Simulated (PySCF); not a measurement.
## How the method moves the gas-phase deprotonation enthalpies of 1,3-butadiyne

Structure: `C#CC#C` (C4H2). Non-hydrogen atoms are numbered in `[CH:1]#[C:2][C:3]#[CH:4]`.

All levels share the PBE0-D3(BJ)/ma-def2-SVP structures and the PBE0-D3(BJ)/ma-def2-SVP thermal terms; only the single-point energies (PySCF) change. Values are gas-phase deprotonation enthalpies (298 K, kJ/mol).

```jsonl
{"level": "LDA/ma-def2-TZVP", "C1": "1485", "time": "12 s"}
{"level": "ωB97M-D3(BJ)/ma-def2-TZVP (grid 3)", "C1": "1508", "time": "12 s"}
{"level": "BP86-D3(BJ)/ma-def2-TZVP", "C1": "1509", "time": "13 s"}
{"level": "PBE-D3(BJ)/ma-def2-TZVP", "C1": "1509", "time": "13 s"}
{"level": "BLYP-D3(BJ)/ma-def2-TZVP", "C1": "1510", "time": "12 s"}
{"level": "PBE0-D3(BJ)/aug-pcseg-1", "C1": "1510", "time": "3.1 s"}
{"level": "PBE0-D3(BJ)/aug-cc-pVDZ", "C1": "1510", "time": "3.5 s"}
{"level": "PBE0-D3(BJ)/6-31+G*", "C1": "1511", "time": "2.3 s"}
{"level": "PBE0-D3(BJ)/ma-def2-SVP", "C1": "1515", "time": "2.3 s"}
{"level": "CAM-B3LYP-D3(BJ)/ma-def2-TZVP", "C1": "1516", "time": "5.6 s"}
{"level": "B3LYP-D3(BJ)/ma-def2-TZVP", "C1": "1519", "time": "5.1 s"}
{"level": "PBE0-D3(BJ)/6-311++G(2d,2p)", "C1": "1519", "time": "3.8 s"}
{"level": "HSE06/ma-def2-TZVP", "C1": "1519", "time": "13 s"}
{"level": "PBE0-D3(BJ)/ma-def2-TZVP", "C1": "1520", "time": "–"}
{"level": "PBE0-D3(BJ)/pcseg-1", "C1": "1523", "time": "1.7 s"}
{"level": "PBE0-D3(BJ)/pcseg-2", "C1": "1525", "time": "4.4 s"}
{"level": "TPSSh-D3(BJ)/ma-def2-TZVP (grid 3)", "C1": "1525", "time": "13 s"}
{"level": "PBE0-D3(BJ)/def2-TZVP", "C1": "1526", "time": "4.3 s"}
{"level": "PBE0-D3(BJ)/def2-SVPD", "C1": "1526", "time": "2.8 s"}
{"level": "OPBE/ma-def2-TZVP", "C1": "1528", "time": "12 s"}
{"level": "HF/ma-def2-TZVP", "C1": "1532", "time": "1.8 s"}
{"level": "PBE0-D3(BJ)/cc-pVTZ", "C1": "1533", "time": "4.7 s"}
{"level": "M06-L/ma-def2-TZVP (grid 3)", "C1": "1534", "time": "20 s"}
{"level": "LC-ωPBE/ma-def2-TZVP", "C1": "1535", "time": "11 s"}
{"level": "PBE0-D3(BJ)/def2-SV(P)", "C1": "1538", "time": "1.5 s"}
{"level": "PBE0-D3(BJ)/def2-SVP", "C1": "1547", "time": "1.6 s"}
{"level": "PBE0-D3(BJ)/6-31G*", "C1": "1572", "time": "1.6 s"}
```

Times are wall times for all single points of a level on 1 thread of Arm Neoverse V1, a shared host; the dash marks the run that also made the structures. BLYP, BP86, HSE06, LC-ωPBE, LDA, M06-L, OPBE, PBE ran on a slower path of this set-up, which computes the density-fitting integrals anew in every SCF cycle while the other levels store them. So the times needn't show the usual order of cost, and those levels read slower than they are.

Hartree-Fock leaves out electron correlation, so its deprotonation energies can be off by tens of kJ/mol.

The spread: 87 kJ/mol, from 1485 to 1572.

Bases without diffuse functions serve anions poorly.
